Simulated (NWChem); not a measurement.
Basis-set convergence for nitrogen trifluoride (F3N)

SMILES: FN(F)F
```xyz
4

F      0.6162    -0.1189     1.0658
N     -0.0032     0.4745     0.0000
F      0.6162    -0.1189    -1.0658
F     -1.2298    -0.1314     0.0000
```
Charge 0, spin multiplicity 1.

Program: NWChem. Structure: optimised with B3LYP/def2-SVP, a minimum by its harmonic frequencies.

Quantity: LUMO energy at the level PBE0.

The Pople sets run with spherical d functions.

```json
[
 {"basis": "cc-pVDZ", "functions": "56", "LUMO energy (eV)": "1.10"},
 {"basis": "6-31G*", "functions": "56", "LUMO energy (eV)": "1.34"},
 {"basis": "6-311G**", "functions": "72", "LUMO energy (eV)": "0.84"},
 {"basis": "def2-SVPD", "functions": "89", "LUMO energy (eV)": "0.35"},
 {"basis": "aug-pcseg-1", "functions": "92", "LUMO energy (eV)": "0.24"},
 {"basis": "cc-pVTZ", "functions": "120", "LUMO energy (eV)": "0.88"},
 {"basis": "pcseg-2", "functions": "120", "LUMO energy (eV)": "0.57"},
 {"basis": "def2-TZVP", "functions": "124", "LUMO energy (eV)": "0.69"},
 {"basis": "aug-cc-pVTZ", "functions": "184", "LUMO energy (eV)": "0.38"},
 {"basis": "cc-pVQZ", "functions": "220", "LUMO energy (eV)": "0.71"}
]
```

Smallest basis within 0.1 eV of cc-pVQZ, the largest set run: def2-TZVP, with 124 functions against 220 and about 10 % of the time. cc-pVQZ isn't the basis-set limit itself, and a small set can land close by cancellation.

This LUMO lies above zero in the largest set, so its value hangs on the diffuse functions.
